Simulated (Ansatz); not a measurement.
**AlH3S2 (SMILES [SH][AlH][SH]): energies and forces away from the minimum**

How good are functionals off equilibrium? 2 randomly displaced structures are computed with CCSD(T) and cheaper methods.

The runs use Ansatz 0.2.0, Gaussian basis; single points with forces in def2-TZVPP.

Levels: PBE-D4, r2SCAN-D4, PBE0-D4, wB97M-V, Hartree-Fock, MP2, CCSD, CCSD(T). Each coordinate is moved by a Gaussian draw of the width named (0.7 of it for atoms other than hydrogen): 0.12, 0.06 Å.

Correlated methods freeze the cores.

13 further runs of the same task are left out: 13 set aside as unsound or not needed.

### 1 The system as given

The minimum, relaxed at PBE0-D4: SMILES `[SH][AlH][SH]`, 6 atoms, charge 0, spin multiplicity 1.

Atoms are counted from 1 here; the program's logs count them from 0.

Bond lengths: S1–Al2 2.178 Å, S1–H4 1.344 Å, Al2–S3 2.178 Å, Al2–H5 1.576 Å, S3–H6 1.344 Å. Angles: Al2–S1–H4 92.3°, S1–Al2–S3 116.1°, S1–Al2–H5 122.0°, S3–Al2–H5 122.0°, Al2–S3–H6 92.3°.

Coordinates:

```mol
AlH3S2
  3D, bonds by distance, orders not assigned

  6  5  0  0  0  0  0  0  0  0999 V2000
   -1.4840   -1.2715   -0.8060 S   0  0
    0.0336    0.1065   -0.0699 Al  0  0
    1.0984   -0.5117    1.7266 S   0  0
   -1.7947   -0.4646   -1.8357 H   0  0
    0.3431    1.4712   -0.7948 H   0  0
    1.8455    0.6060    1.7337 H   0  0
  1  2  8  0
  1  4  8  0
  2  3  8  0
  2  5  8  0
  3  6  8  0
M  END
```

Energies of the minimum (eV), from earlier single points: PBE-D4 -28306.80265, r2SCAN-D4 -28317.70151, PBE0-D4 -28309.26460, B3LYP-D4 -28321.74279, wB97M-V -28318.07987, CCSD(T) -28282.23520.

### 2 Structure 1, width 0.12 Å

Input file ccsdt-tzvpp/in.yaml:

```yaml
crystal:
  periodic: [false, false, false]
  atoms:
    - {symbol: S, position_ang: [-1.467062, -1.233433, -0.926595]}
    - {symbol: Al, position_ang: [-0.024050, 0.025271, -0.091212]}
    - {symbol: S, position_ang: [0.920317, -0.458846, 1.676537]}
    - {symbol: H, position_ang: [-1.784885, -0.289713, -1.823764]}
    - {symbol: H, position_ang: [0.359393, 1.681923, -0.749614]}
    - {symbol: H, position_ang: [1.860212, 0.770836, 1.813002]}
basis:
  gaussian: {orbitals: def2-TZVPP}
correlation: {method: ccsd_t}
output: {forces: true}
```

The command line of these runs was not kept.

Log, cut to the lines that bear on the results:

```text
Functional definition: HF
  name "HF"
  cite "Fock, Z. Phys. 61, 126 (1930) doi:10.1007/BF01340294"
  parent pbe
[...]
958 factors; integrals over basis functions are off by at most 9.1e-4 eV
[...]
mean field -28267.50996105 eV, -1038.8118306620 hartree, gradient 1.6e-6 eV, S^2 0.000000; 0 other end points of the search recorded, 0 dependent functions left out
15 core orbitals not correlated: weight in the atoms' cores, before any rotation towards them, 1.000 or more for the frozen orbitals, at most 0.000 for the correlated occupied ones
reference -28267.50996105 eV, -1038.8118306620 hartree; 9, 9 occupied and 144, 144 virtual orbitals, 958 factors
second order -11.83165118 eV of doubles, -0.00000000 eV of singles
cycle   1  -12.71331825 eV  change   -8.8e-1 eV  update   8.1e-2
[...]
cycle  11  -13.13193466 eV  change   -3.2e-6 eV  update   2.9e-6
perturbative correction -0.59154219 eV, -0.0217387744 hartree
[...]
working
Total energy: -28281.23343789 eV, -1039.3161591341 hartree
Atom 0 at    -1.467062    -1.233433    -0.926595 Å, force    -1.082898    -1.016751    -0.636713 eV/Å
Atom 1 at    -0.024050     0.025271    -0.091212 Å, force     0.710583     3.870235    -1.807985 eV/Å
Atom 2 at     0.920317    -0.458846     1.676537 Å, force     3.021249     1.633655     2.461794 eV/Å
Atom 3 at    -1.784885    -0.289713    -1.823764 Å, force    -0.021980    -0.009351    -0.059499 eV/Å
Atom 4 at     0.359393     1.681923    -0.749614 Å, force    -0.508068    -1.930132     0.563065 eV/Å
Atom 5 at     1.860212     0.770836     1.813002 Å, force    -2.118885    -2.547655    -0.520662 eV/Å
Dipole moment:     0.049219     0.121175    -0.093972 e Å
```

Run time: 100 s. Hardware: 2 threads, shared host; peak memory 2.1 GiB.

The other levels were run on the same coordinates; their logs were not kept, and their results stand in the tables.

```
   method  RMS force component (eV/Å)  RMS error against CCSD(T) (eV/Å)  angle to CCSD(T) forces (°)  dipole (D)
   PBE-D4                       1.638                             0.171                          4.5        0.73
r2SCAN-D4                       1.684                             0.080                          1.7        0.80
  PBE0-D4                       1.683                             0.098                          2.6        0.85
  wB97M-V                       1.725                             0.080                          2.6        0.74
  CCSD(T)                       1.744                         reference                    reference        0.77
```

### 3 Structure 2, width 0.06 Å

Input file ccsdt-tzvpp/in.yaml:

```yaml
crystal:
  periodic: [false, false, false]
  atoms:
    - {symbol: S, position_ang: [-1.568114, -1.309547, -0.763407]}
    - {symbol: Al, position_ang: [-0.006171, 0.121429, -0.060268]}
    - {symbol: S, position_ang: [1.087480, -0.500964, 1.700358]}
    - {symbol: H, position_ang: [-1.780590, -0.502219, -1.839390]}
    - {symbol: H, position_ang: [0.221154, 1.526116, -0.824449]}
    - {symbol: H, position_ang: [1.791050, 0.692256, 1.771032]}
basis:
  gaussian: {orbitals: def2-TZVPP}
correlation: {method: ccsd_t}
output: {forces: true}
```

Log, cut to the lines that bear on the results:

```text
Functional definition: HF
  name "HF"
  cite "Fock, Z. Phys. 61, 126 (1930) doi:10.1007/BF01340294"
  parent pbe
[...]
956 factors; integrals over basis functions are off by at most 8.8e-4 eV
[...]
mean field -28268.52226897 eV, -1038.8490322922 hartree, gradient 2.9e-6 eV, S^2 0.000000; 0 other end points of the search recorded, 0 dependent functions left out
15 core orbitals not correlated: weight in the atoms' cores, before any rotation towards them, 1.000 or more for the frozen orbitals, at most 0.000 for the correlated occupied ones
reference -28268.52226897 eV, -1038.8490322922 hartree; 9, 9 occupied and 144, 144 virtual orbitals, 956 factors
second order -11.79647494 eV of doubles, -0.00000000 eV of singles
cycle   1  -12.66672900 eV  change   -8.7e-1 eV  update   7.8e-2
[...]
cycle  10  -13.06251353 eV  change    4.0e-6 eV  update   4.6e-6
perturbative correction -0.58396709 eV, -0.0214603947 hartree
[...]
working
Total energy: -28282.16874959 eV, -1039.3505312050 hartree
Atom 0 at    -1.568114    -1.309547    -0.763407 Å, force     0.393504     0.741006    -0.266318 eV/Å
Atom 1 at    -0.006171     0.121429    -0.060268 Å, force    -0.531602     0.148623    -0.609996 eV/Å
Atom 2 at     1.087480    -0.500964     1.700358 Å, force     0.721315     0.864433     0.311602 eV/Å
Atom 3 at    -1.780590    -0.502219    -1.839390 Å, force    -0.012174    -0.341678     0.355590 eV/Å
Atom 4 at     0.221154     1.526116    -0.824449 Å, force    -0.037074    -0.498622     0.277864 eV/Å
Atom 5 at     1.791050     0.692256     1.771032 Å, force    -0.533969    -0.913762    -0.068742 eV/Å
Dipole moment:     0.125215     0.320978    -0.121438 e Å
```

Run time: 91 s. Hardware: 2 threads, shared host; peak memory 2.1 GiB.

```
   method  RMS force component (eV/Å)  RMS error against CCSD(T) (eV/Å)  angle to CCSD(T) forces (°)  dipole (D)
   PBE-D4                       0.364                             0.171                         13.7        1.66
r2SCAN-D4                       0.464                             0.057                          5.2        1.78
  PBE0-D4                       0.475                             0.065                          7.0        1.83
  wB97M-V                       0.513                             0.053                          5.9        1.78
  CCSD(T)                       0.501                         reference                    reference        1.75
```

### 4 All structures together

Energy above the minimum (eV):

```
structure  width (Å)  PBE-D4  r2SCAN-D4  PBE0-D4  wB97M-V  Hartree-Fock    MP2   CCSD  CCSD(T)
        1       0.12   0.894      0.954    0.953    0.999         1.114  1.056  1.017    1.002
        2       0.06   0.033      0.063    0.065    0.076         0.102  0.079  0.074    0.066
```

What each level costs and misses (shared host):

```
      method  mean energy error from CCSD(T) (eV)        mean time a point
      PBE-D4                                0.070                    2.2 s
   r2SCAN-D4                                0.026                    4.1 s
     PBE0-D4                                0.025                    3.9 s
     wB97M-V                                0.006                    9.3 s
Hartree-Fock                                0.074  part of the CCSD(T) run
         MP2                                0.033  part of the CCSD(T) run
        CCSD                                0.012  part of the CCSD(T) run
     CCSD(T)                                    0                     95 s
```

For cost: wB97M-V comes within 0.006 eV at 9.3 s a point, where CCSD(T) needs 95 s.

### 5 Outcome

```
                         quantity                                                                                                      value
energy above the minimum, CCSD(T)                                                                                            1.002, 0.066 eV
                mean energy error  PBE-D4 0.070, r2SCAN-D4 0.026, PBE0-D4 0.025, wB97M-V 0.006, Hartree-Fock 0.074, MP2 0.033, CCSD 0.012 eV
             mean RMS force error                                           PBE-D4 0.171, r2SCAN-D4 0.068, PBE0-D4 0.082, wB97M-V 0.067 eV/Å
            largest T1 diagnostic                                                                                                      0.011
```

What this shows: In energy wB97M-V is nearest to CCSD(T) and Hartree-Fock farthest. For forces wB97M-V is best, off by 6 % of the typical force, and PBE-D4 worst (15 %); with few structures and a triple-zeta reference, gaps of a few points rank nothing.
